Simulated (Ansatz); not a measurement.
in.yaml

```yaml
crystal:
  periodic: [false, false, false]
  atoms:
    - {symbol: Ge, position_ang: [0.000000, 0.000000, 0.000000]}
    - {symbol: Na, position_ang: [0.000000, 0.000000, 10.946000]}
basis:
  gaussian: {orbitals: aug-cc-pVTZ}
total_charge: 1
magnetization: {spin_polarized: false, initial_magnetization: 2}
correlation: {method: ccsd_t, electrons: outside_noble_gas}
```

```sh
$ ansatz run in.yaml --threads 1 --pin off --events-out ev --progress --plain --max-ram 2393MiB
```

Output:

```
653 factors; integrals over basis functions are off by at most 4.1e-4 eV
mean field evaluation 1: about -60872.5727 eV, gradient 1.0e1 eV
mean field evaluation 2: about -60872.5762 eV, gradient 1.0e1 eV
mean field evaluation 4: about -60872.7064 eV, gradient 3.6e0 eV
mean field evaluation 8: about -60870.0262 eV, gradient 6.5e0 eV
mean field evaluation 16: about -60872.7881 eV, gradient 1.5e-2 eV
mean field evaluation 32: about -60872.7877 eV, gradient 7.1e-2 eV
mean field evaluation 64: about -60872.7881 eV, gradient 2.6e-6 eV
mean field evaluation 96: about -60872.7704 eV, gradient 2.1e-1 eV
mean field evaluation 128: about -60872.7876 eV, gradient 4.4e-2 eV
mean field evaluation 160: about -60872.7881 eV, gradient 2.9e-6 eV
mean field evaluation 192: about -60872.7686 eV, gradient 6.1e-2 eV
mean field evaluation 224: about -60870.3050 eV, gradient 5.7e-1 eV
mean field evaluation 256: about -60868.8402 eV, gradient 8.0e0 eV
mean field evaluation 288: about -60868.3223 eV, gradient 7.8e-1 eV
mean field evaluation 320: about -60868.3131 eV, gradient 3.9e-3 eV
mean field evaluation 352: about -60872.7881 eV, gradient 9.8e-3 eV
mean field evaluation 384: about -60870.3096 eV, gradient 1.6e-2 eV
mean field evaluation 416: about -60870.3087 eV, gradient 6.5e-3 eV
mean field evaluation 448: about -60870.3087 eV, gradient 8.4e-4 eV
mean field evaluation 480: about -60868.3142 eV, gradient 8.2e-3 eV
mean field evaluation 512: about -60872.7298 eV, gradient 9.3e-1 eV
mean field evaluation 544: about -60870.3096 eV, gradient 3.2e-2 eV
mean field -60872.78808542 eV, -2237.0337010815 hartree, gradient 2.9e-6 eV, S^2 2.000000; 12 other end points of the search recorded, 0 dependent functions left out
mean field evaluation 576: about -60872.8905 eV, gradient 1.6e-1 eV
mean field evaluation 608: about -60872.8857 eV, gradient 1.3e-1 eV
determinant -60872.78808542 eV, -2237.0337010815 hartree, with singles and doubles -60874.70132275 eV, -2237.1040112565 hartree
determinant -60872.76876509 eV, -2237.0329910723 hartree, with singles and doubles -60874.68302490 eV, -2237.1033388230 hartree
determinant -60870.30964535 eV, -2236.9426200889 hartree, with no singles and doubles
determinant -60870.30866019 eV, -2236.9425838851 hartree, with no singles and doubles
determinant -60872.78808542 eV, -2237.0337010815 hartree, with singles and doubles -60874.66111375 eV, -2237.1025336030 hartree
determinant -60872.76876509 eV, -2237.0329910723 hartree, with singles and doubles -60874.64299935 eV, -2237.1018679112 hartree
determinant -60872.78808542 eV, -2237.0337010815 hartree, with singles and doubles -60874.66119974 eV, -2237.1025367632 hartree
determinant -60872.76876509 eV, -2237.0329910723 hartree, with singles and doubles -60874.64308483 eV, -2237.1018710525 hartree
19 core orbitals not correlated: weight in the atoms' cores, before any rotation towards them, 1.000 or more for the frozen orbitals, at most 0.000 for the correlated occupied ones
reference -60872.78808542 eV, -2237.0337010815 hartree; 3, 1 occupied and 87, 89 virtual orbitals, 653 factors
second order -1.42099168 eV of doubles, -0.05742597 eV of singles
cycle   1  -1.87311303 eV  change    1.3e-6 eV  update   2.7e-6
perturbative correction -0.05626043 eV, -0.0020675327 hartree
Total energy: -60874.71745889 eV, -2237.1046042486 hartree
```

For the same geometry and basis full CI lies 16.0 meV lower.

Ran on 1 thread of Arm Neoverse V1, shared host: 34 s wall, 0.5 GiB peak host memory.
